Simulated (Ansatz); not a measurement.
```xyz
7

B    -0.355    0.876    0.746
Si    0.233   -0.580   -0.493
F    -0.948   -1.150   -1.422
H    -1.470    1.298    0.802
H     0.462    1.357    1.477
H     0.775   -1.726    0.288
H     1.304   -0.075   -1.397
```

Total charge 0; spin multiplicity 1.

(1) List the CAM-B3LYP/def2-TZVPP orbital energies in eV (Ansatz 0.2.0). (Best estimate.)

Results:

(1) Computed: Occupied: -1801.64, -673.22, -186.35, -146.14, -101.53, -101.45, -101.43, -34.33, -17.70, -15.79, -14.20, -14.11, -13.62, -11.77, -11.09, -9.92. Lowest empty: -1.56, 1.10, 2.16, 2.56, 3.26, 3.73, 3.93, 4.21.
